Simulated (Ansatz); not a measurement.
A calculation with Ansatz (development build ahead of 0.2.0).

```yaml
crystal:
  periodic: [false, false, false]
  atoms:
    - { symbol: C, position_ang: [0.00979, -0.40751, -0.09611] }
    - { symbol: O, position_ang: [0.00412, -0.37108, 1.09765] }
    - { symbol: O, position_ang: [-0.00239, 0.65413, -0.91025] }
    - { symbol: H, position_ang: [-0.00784, -1.33632, -0.69383] }
    - { symbol: H, position_ang: [-0.00628, 1.45002, -0.33548] }
basis:
  gaussian: { orbitals: def2-TZVP }
hamiltonian:
  xc: hf
correlation:
  method: mp2
  frozen_orbitals: { C: 1, H: 0, O: 1 }
```

The input is written out in the form of the current development build from the run's settings.

Results

```json
{
  "Converged": "yes",
  "Reference energy": "-188.84826 hartree",
  "Correlation energy": "-0.62151 hartree",
  "Total energy": "-189.46977 hartree",
  "Spin squared of the determinant": "0.000"
}
```
